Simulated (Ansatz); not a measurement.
This Ansatz (a program for electronic structure) input (CCSD(T)/cc-pVTZ) gives -114.36234 Eh with 88 basis functions.

Ansatz 0.2 input:
```yaml
crystal:
  periodic: [false, false, false]
  atoms:
    - {symbol: O, position_ang: [-0.00091616, -0.01015443, 0.67280603]}
    - {symbol: C, position_ang: [0.00071614, 0.00793741, -0.52591197]}
    - {symbol: H, position_ang: [-0.00265489, 0.95544190, -1.09932737]}
    - {symbol: H, position_ang: [0.00568738, -0.92183092, -1.12764904]}
basis:
  gaussian:
    orbitals: cc-pVTZ
magnetization: {spin_polarized: false}
correlation: {method: ccsd_t, frozen_orbitals: {C: 0, H: 0, O: 0}}
```

Change:
```diff
- orbitals: cc-pVTZ
+ orbitals: cc-pVDZ
```

Task: What does the run give now?

Result: -114.22263 Eh (CCSD(T)/cc-pVDZ, 38 functions), a change of +139.71 mEh.
